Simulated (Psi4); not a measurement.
Psi4 input (wB97X-D/6-311+G**):

```
memory 1500 MB

molecule {
-1 1
O     1.06982681   -0.18778777    0.05497058
N    -0.00660330    0.46114076    0.01021508
O    -1.06404892   -0.21571040   -0.06390877
symmetry c1
no_reorient
no_com
}

set {
  basis 6-311+G**
  reference rks
  scf_type pk
  dft_radial_points 99
  dft_spherical_points 590
  e_convergence 1e-8
  d_convergence 1e-7
  maxiter 150
}

e = energy('wb97x-d')
print_out(f'\nFINAL {e:.10f} DIPOLE {variable("CURRENT DIPOLE")[0]:.6f} {variable("CURRENT DIPOLE")[1]:.6f} {variable("CURRENT DIPOLE")[2]:.6f}\n')
```

Question: Predict the final energy.

Answer: -205.14945 Eh.
